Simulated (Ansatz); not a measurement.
Bulk modulus B0 (GPa) of elemental solids other than molecular ones (28 solids), computed with PBE in Ansatz (plane waves, PAW) and with PBE-D4 (PAW; Ansatz, an electronic-structure program). The set holds measured phases with no doubt noted on the run or the magnetic state but for the caveats below. 1 more of the class have both values but aren't in it, for one of these reasons: built or high-temperature cells, doubts on the run or the magnetic state, unlike cells, values of zero, layered or molecular crystals. Solids without a value at one level (not run, failed, or a magnetic order lost), or held back for tests, aren't counted.

All rows, in order of the shift (worked out from unrounded values):

| solid | PBE | PBE-D4 | shift (%) |
|---|---|---|---|
| bcc Na | 7.77 | 7.87 | +1.3 |
| bcc Li | 13.9 | 14.1 | +1.3 |
| hcp Zr | 93.3 | 95.0 | +1.8 |
| diamond | 433 | 443 | +2.3 |
| hcp Ti | 112 | 115 | +2.7 |
| hcp Be | 123 | 126 | +2.7 |
| bcc Ta | 194 | 200 | +2.9 |
| bcc Nb | 169 | 174 | +3.1 |
| bcc V | 182 | 190 | +4.1 |
| hcp Sc | 54.2 | 56.4 | +4.2 |
| bcc W | 303 | 319 | +5.4 |
| bcc Mo | 259 | 273 | +5.5 |
| hcp Ru | 311 | 329 | +5.7 |
| hcp Tc | 300 | 317 | +5.8 |
| bcc Fe | 197 | 212 | +7.9 |
| diamond-structure Ge | 59.0 | 64.6 | +9.6 |
| fcc Ni | 197 | 217 | +9.9 |
| fcc Pd | 168 | 185 | +10.4 |
| fcc Rh | 257 | 287 | +11.7 |
| fcc Al | 76.9 | 86.0 | +11.8 |
| grey tin (α-Sn) | 35.1 | 39.9 | +13.9 |
| white tin (β-Sn) | 47.6 | 54.5 | +14.4 |
| fcc Pb | 39.2 | 44.9 | +14.7 |
| fcc Au | 139 | 162 | +15.9 |
| fcc Cu | 141 | 164 | +16.6 |
| body-centred tetragonal In | 35.5 | 41.9 | +17.9 |
| fcc Ag | 91.5 | 110 | +20 |
| hcp Tl | 26.2 | 32.3 | +23 |

The shift from PBE to PBE-D4 has a median of +6.8 %, and eight in ten lie between +2.2 % and +17.0 %; PBE-D4 is the larger in 28 and the smaller in 0 of 28. Each level is at its own cell, so the shift holds the change of volume too.

Ansatz's runs of these crystals have no spin polarisation, but for bcc Fe, fcc Ni.

Density-functional runs with spin start from parallel moments for bcc Fe, parallel moments for fcc Ni.

Spin–orbit coupling is left out, also for the solids with elements from indium on (bcc Ta, body-centred tetragonal In, white tin (β-Sn), grey tin (α-Sn), bcc W, hcp Tl, fcc Pb, fcc Au); its size isn't shown.

In Ansatz's fits of the non-cubic solids, shape and atoms are relaxed at each volume.

Each level is taken at its own relaxed cell. Caveats: the cell is over a tenth larger than the published one: the level's own overestimate first of all, though another phase or state, or a fault of the published cell, is possible (PBE: hcp Tl); the gap of the solid is closed in this run (diamond-structure Ge). Ansatz's density-functional and Hartree–Fock values are scalar-relativistic unless marked +SOC, with PAW data made under PBE.
